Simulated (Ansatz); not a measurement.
# SiH3O2 radical: up Jacob's ladder to CCSD(T)

An exercise on one series of results from a longer session: the logs are not shown, and one member is left open.

Method: functionals in def2-TZVPP, the program's frozen cores in correlated methods; program: Ansatz 0.2.0, Gaussian basis.

The runs, in order: LDA (SPW92), PBE-D4, revPBE-D4, BLYP-D4, r2SCAN-D4, B97M-V, PBE0-D4, B3LYP-D4, r2SCANh-D4, r2SCAN0-D4, HSE06-D4, BHLYP-D4, CAM-B3LYP-D4, LC-ωPBE, ωB97X-V, ωB97M-V, B2PLYP, PBE-QIDH; CCSD(T)/def2-SVP; CCSD(T)/def2-TZVPP; MP2/def2-QZVPP; extrapolation to the limit; RPA on PBE.

**The relaxed structure**

The geometry comes from an earlier relaxation with PBE0-D4 in a triple-zeta def2 set; it is a stationary point.

SMILES `O[SiH]O`, 6 atoms, charge 0, spin multiplicity 2.

Atoms are counted from 1 here; the program's logs count them from 0.

Bond lengths: O1–Si2 1.652 Å, O1–H4 0.959 Å, Si2–O3 1.641 Å, Si2–H5 1.496 Å, O3–H6 0.959 Å. Angles: Si2–O1–H4 117.1°, O1–Si2–O3 107.5°, O1–Si2–H5 112.0°, O3–Si2–H5 104.2°, Si2–O3–H6 117.2°.

The first run:

Contents of in.yaml:

```yaml
crystal:
  periodic: [false, false, false]
  atoms:
    - {symbol: O, position_ang: [-1.186192, -0.443353, -0.202504]}
    - {symbol: Si, position_ang: [0.358939, 0.083273, -0.457085]}
    - {symbol: O, position_ang: [1.071045, 0.255000, 1.010865]}
    - {symbol: H, position_ang: [-1.625271, -0.879016, -0.934745]}
    - {symbol: H, position_ang: [0.393794, 1.459265, -1.043769]}
    - {symbol: H, position_ang: [0.987675, -0.475169, 1.627238]}
basis:
  gaussian: {orbitals: def2-TZVPP}
magnetization: {spin_polarized: true, initial_magnetization: 1}
hamiltonian: {xc: lda}
output: {orbitals: {seedname: orbitals}}
```

Among the steps run: LDA; PBE-D4 (GGA); revPBE-D4 (GGA); BLYP-D4 (GGA); r2SCAN-D4 (meta-GGA); B97M-V (meta-GGA); PBE0-D4 (hybrid); B3LYP-D4 (hybrid); r2SCANh-D4 (hybrid); r2SCAN0-D4 (hybrid); HSE06-D4 (hybrid); BHLYP-D4 (hybrid); CAM-B3LYP-D4 (range-separated); LC-ωPBE-D4 (range-separated; the results give it without D4); ωB97X-V (range-separated); ωB97M-V (range-separated); B2PLYP (double hybrid); PBE-QIDH (double hybrid).

One of the session's tables, all rows but one given; the rest of the session is left out.

It belongs to the step «Orbital energies across the functionals». 

| functional | HOMO (eV) | LUMO (eV) | gap (eV) |
| --- | --- | --- | --- |
| LDA (SPW92) | -4.42 | -3.17 | 1.25 |
| PBE-D4 | -4.46 | -2.73 | 1.73 |
| revPBE-D4 | -4.44 | -2.59 | 1.85 |
| BLYP-D4 | -4.30 | -2.82 | 1.48 |
| r2SCAN-D4 | -4.83 | -2.24 | 2.58 |
| B97M-V | -4.52 | -2.95 | 1.57 |
| PBE0-D4 | -5.71 | -1.81 | 3.90 |
| B3LYP-D4 | -5.45 | -2.27 | 3.18 |
| r2SCANh-D4 | -5.28 | -1.94 | 3.34 |
| r2SCAN0-D4 | -5.97 | -1.51 | 4.46 |
| HSE06-D4 | -5.31 | -2.19 | 3.11 |
| BHLYP-D4 | -6.82 | -1.09 | 5.73 |
| CAM-B3LYP-D4 | -6.99 | -0.99 | 6.01 |
| LC-ωPBE | -8.42 | 0.50 | 8.92 |
| ωB97X-V | ? | ? | ? |
| ωB97M-V | -7.50 | -0.24 | 7.26 |

Q: Estimate the row for ωB97X-V from the others.

**Answer.** HOMO (eV): -7.90; LUMO (eV): -0.08; gap (eV): 7.82. In the column «HOMO (eV)» it lies between LC-ωPBE (-8.42) and ωB97M-V (-7.50).
